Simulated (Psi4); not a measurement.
# CF3 (trifluoromethyl radical): levels of theory compared

Aim: a comparison of 3 runs (U-revTPSSh/6-311++G(2d,2p), UMP2/jun-cc-pVDZ) of CF3 (trifluoromethyl radical). 

The calculation is run with Psi4 1.11.

1 further run of the same task is left out (it didn't finish).

## (1) Starting point

CF3: 4 atoms, total charge 0, spin state doublet. As SMILES, `F[C](F)F`. The coordinates come from a PBE0-D4/def2-TZVP relaxation.

Bond lengths: F1–C2 1.313 Å, C2–F3 1.313 Å, C2–F4 1.313 Å. Angles: F1–C2–F3 111.4°, F1–C2–F4 111.4°, F3–C2–F4 111.4°.

## (2) The energy at U-revTPSSh/6-311++G(2d,2p) (density fitting) (run 1)

The input, cf3_ase.py:

```python
import numpy as np
from ase.calculators.psi4 import Psi4
from ase import Atoms

a = Atoms(['F', 'C', 'F', 'F'], positions=[
    [-1.227500, 0.024900, 0.265400],
    [-0.039500, -0.059500, -0.286700],
    [0.658900, -1.044900, 0.227300],
    [0.608100, 1.079500, -0.205900],
])
calc = Psi4(atoms=a, method='revtpssh', basis='6-311++G(2d,2p)', memory='1600MB', num_threads=1, charge=0, multiplicity=2, label='calc', reference='uks')
calc.psi4.set_options({'scf_type': 'df', 'diis_max_vecs': 5})
a.calc = calc

print(f'energy: {a.get_potential_energy():.6f} eV')
```

The run is started by

```bash
python cf3_ase.py
```

calc.dat:

```text
[...]
  Running in c1 symmetry.
[...]
  Nuclear repulsion =  124.596026532847389
[...]
  Multiplicity = 2
[...]
  Nalpha       = 17
  Nbeta        = 16
[...]
    Number of basis functions: 108
[...]
   @DF-UKS iter   1:  -337.50760834884250   -1.59053e-01   3.82851e-03 DIIS/ADIIS
[...]
   @DF-UKS iter   8:  -337.55418209860426   -1.51254e-08   9.37745e-07 DIIS
[...]
   @S^2 Observed:                7.518126878E-01
[...]
    Orbital Energies [Eh]
    ---------------------
    Alpha Occupied:
       1A    -24.700606     2A    -24.700577     3A    -24.700569
       4A    -10.391764     5A     -1.334210     6A     -1.250141
       7A     -1.250093     8A     -0.707916     9A     -0.606270
      10A     -0.606247    11A     -0.571737    12A     -0.478008
      13A     -0.477999    14A     -0.445988    15A     -0.445960
      16A     -0.418986    17A     -0.262013
    Alpha Virtual:
      18A      0.021549    19A      0.051277    20A      0.051283
      21A      0.052345    22A      0.165648    23A      0.169413
      24A      0.169496    25A      0.219921    26A      0.219927
[...]
  @DF-UKS Final Energy:  -337.55418209860426
   => Energetics <=
    Nuclear Repulsion Energy =            124.5960265328473895
    One-Electron Energy =                -715.6205845810725350
    Two-Electron Energy =                 286.6062850142013190
    DFT Exchange-Correlation Energy =     -33.1359090645804528
    Empirical Dispersion Energy =           0.0000000000000000
    VV10 Nonlocal Energy =                  0.0000000000000000
    Total Energy =                       -337.5541820986042580
[...]
 Multipole Moments:
 ------------------------------------------------------------------------------------
     Multipole            Electronic (a.u.)      Nuclear  (a.u.)        Total (a.u.)
 ------------------------------------------------------------------------------------
 L = 1.  Multiply by 2.5417464519 to convert [e a0] to [Debye]
 Dipole X            :          0.0139131           -0.0259235           -0.0120104
 Dipole Y            :          0.0204809           -0.0390494           -0.0185685
 Dipole Z            :          0.1003698           -0.1881753           -0.0878056
 Magnitude           :                                                    0.0905475
[...]
```

Standard output:

```text
energy: -9185.317153 eV
```

Wall time 8.1 s (1 thread of Intel Xeon 6975P-C (Granite Rapids), shared host); peak memory 0.82 GiB.

## (3) The energy at UMP2/jun-cc-pVDZ (ZORA, density fitting, density fitting for correlation, ddPCM methanol) (run 2)

The input, run.py:

```python
import numpy as np
from ase.calculators.psi4 import Psi4
from ase import Atoms

a = Atoms(['F', 'C', 'F', 'F'], positions=[
    [-1.227500, 0.024900, 0.265400],
    [-0.039500, -0.059500, -0.286700],
    [0.658900, -1.044900, 0.227300],
    [0.608100, 1.079500, -0.205900],
])
calc = Psi4(atoms=a, method='mp2', basis='jun-cc-pVDZ', memory='1600MB', num_threads=1, charge=0, multiplicity=2, label='psi4-calc', reference='uhf')
calc.psi4.set_options({'mp2_type': 'df', 'relativistic': 'zora', 'ddx': True, 'ddx_model': 'pcm', 'ddx_solvent': 'methanol', 'ddx_radii_set': 'uff'})
a.calc = calc

print(f'energy: {a.get_potential_energy():.6f} eV')
```

The run is started by

```bash
python run.py
```

psi4-calc.dat:

```text
[...]
  Running in c1 symmetry.
[...]
  Nuclear repulsion =  124.596026532847389
[...]
  Multiplicity = 2
[...]
  Nalpha       = 17
  Nbeta        = 16
[...]
    Number of basis functions: 72
[...]
   @DF-UHF iter   1:  -336.48801777921341   -4.93713e-01   6.48633e-03 ADIIS/DIIS
[...]
   @DF-UHF iter  13:  -336.58086698550557   -7.95808e-13   2.83425e-09 DIIS
[...]
   @S^2 Observed:                7.539436516E-01
[...]
    Orbital Energies [Eh]
    ---------------------
    Alpha Occupied:
       1A    -26.437771     2A    -26.437712     3A    -26.437642
       4A    -11.541665     5A     -1.780445     6A     -1.685772
       7A     -1.685679     8A     -1.006088     9A     -0.863059
      10A     -0.863012    11A     -0.853605    12A     -0.745593
      13A     -0.745552    14A     -0.698643    15A     -0.698604
      16A     -0.678663    17A     -0.480925
    Alpha Virtual:
      18A      0.057021    19A      0.087050    20A      0.095447
      21A      0.106372    22A      0.239231    23A      0.242538
      24A      0.276286    25A      0.276748    26A      0.278378
[...]
  @DF-UHF Final Energy:  -336.58086698550557
   => Energetics <=
    Nuclear Repulsion Energy =            124.5960265328473895
    One-Electron Energy =                -715.7530083334920619
    Two-Electron Energy =                 254.5778109475083966
    DD Solvation Energy =                 -0.0016961323693461
    Total Energy =                       -336.5808669855055655
  UHF NO Occupations:
  HONO-2 :   15  A 1.9996767
[...]
 Multipole Moments:
 ------------------------------------------------------------------------------------
     Multipole            Electronic (a.u.)      Nuclear  (a.u.)        Total (a.u.)
 ------------------------------------------------------------------------------------
 L = 1.  Multiply by 2.5417464519 to convert [e a0] to [Debye]
 Dipole X            :         -0.0137032           -0.0259235           -0.0396268
 Dipole Y            :         -0.0221616           -0.0390494           -0.0612110
 Dipole Z            :         -0.1064056           -0.1881753           -0.2945809
 Magnitude           :                                                    0.3034716
[...]
```

Standard output:

```text
energy: -9177.388077 eV
```

Wall time 11 s (1 thread of Intel Xeon 6975P-C (Granite Rapids), shared host); peak memory 0.37 GiB.

## (4) The energy at UMP2/jun-cc-pVDZ (density fitting, density fitting for correlation, ddPCM methanol) (run 3)

The input, input.inp:

```
memory 1.6 GB

molecule {
  0 2
  F
  C 1 r2
  F 2 r3 1 a3
  F 2 r4 3 a4 1 d4

  r2 = 1.312738
  r3 = 1.31262
  a3 = 111.41281
  r4 = 1.312721
  a4 = 111.39411
  d4 = 125.06173
  symmetry c1
}

set globals {
  basis         jun-cc-pVDZ
  reference     uhf
  mp2_type      df
  ddx           true
  ddx_model     pcm
  ddx_solvent   methanol
  ddx_radii_set uff
}

energy('mp2')
```

The run is started by

```bash
psi4 input.inp input.out -n 1
```

input.out:

```text
[...]
  Running in c1 symmetry.
[...]
  Nuclear repulsion =  124.596028103580480
[...]
  Multiplicity = 2
[...]
  Nalpha       = 17
  Nbeta        = 16
[...]
    Number of basis functions: 72
[...]
   @DF-UHF iter   1:  -336.07014740220518   -4.91839e-01   6.44799e-03 ADIIS/DIIS
[...]
   @DF-UHF iter  13:  -336.16216051815155   -3.92220e-12   2.81484e-09 DIIS
[...]
   @S^2 Observed:                7.539359878E-01
[...]
    Orbital Energies [Eh]
    ---------------------
    Alpha Occupied:
       1A    -26.382536     2A    -26.382482     3A    -26.382417
       4A    -11.531909     5A     -1.777976     6A     -1.682786
       7A     -1.682700     8A     -1.005475     9A     -0.863279
      10A     -0.863233    11A     -0.853961    12A     -0.745882
      13A     -0.745842    14A     -0.698983    15A     -0.698946
      16A     -0.678927    17A     -0.481039
    Alpha Virtual:
      18A      0.061692    19A      0.087553    20A      0.095256
      21A      0.108558    22A      0.239180    23A      0.243237
      24A      0.276411    25A      0.276726    26A      0.278417
[...]
  @DF-UHF Final Energy:  -336.16216051815155
   => Energetics <=
    Nuclear Repulsion Energy =            124.5960281035804798
    One-Electron Energy =                -715.2788867519502674
    Two-Electron Energy =                 254.5224073379599190
    DD Solvation Energy =                 -0.0017092077416445
    Total Energy =                       -336.1621605181515520
  UHF NO Occupations:
  HONO-2 :   15  A 1.9996778
[...]
 Multipole Moments:
 ------------------------------------------------------------------------------------
     Multipole            Electronic (a.u.)      Nuclear  (a.u.)        Total (a.u.)
 ------------------------------------------------------------------------------------
 L = 1.  Multiply by 2.5417464519 to convert [e a0] to [Debye]
 Dipole X            :          0.0934350            0.1641494            0.2575844
 Dipole Y            :          0.0484204            0.0852969            0.1337173
 Dipole Z            :          0.0340883            0.0581914            0.0922798
 Magnitude           :                                                    0.3045416
[...]
```

Run time: 5.4 s. Hardware: 1 thread of Intel Xeon 6975P-C (Granite Rapids), shared host; peak memory 0.22 GiB.

## (5) The series

```
run                                                                                      level         integration grid  diis max vecs  energy (Eh)  HOMO energy (eV)  LUMO energy (eV)   ⟨S²⟩  wall time
  1                                               U-revTPSSh/6-311++G(2d,2p) (density fitting)  75 radial × 302 angular              5  -337.554182             -7.13             -3.07  0.752      8.1 s
  2  UMP2/jun-cc-pVDZ (ZORA, density fitting, density fitting for correlation, ddPCM methanol)                        –              –  -337.262794            -13.09              1.42  0.754       11 s
  3        UMP2/jun-cc-pVDZ (density fitting, density fitting for correlation, ddPCM methanol)                        –              –  -336.844065            -13.09              1.49  0.754      5.4 s
```

## (6) Summary of results

```
                                                         quantity          value
                                              run 3: total energy  -336.84406 Eh
run 3: HOMO energy (Hartree–Fock orbitals) (highest over α and β)      -13.09 eV
 run 3: LUMO energy (Hartree–Fock orbitals) (lowest over α and β)        1.49 eV
                                        run 3: correlation energy     -681.9 mEh
                                run 3: solvent term in the energy    -4.5 kJ/mol
                         run 3: ⟨S²⟩ of the reference determinant          0.754
```

All runs together took 25 s, the longest 11 s.
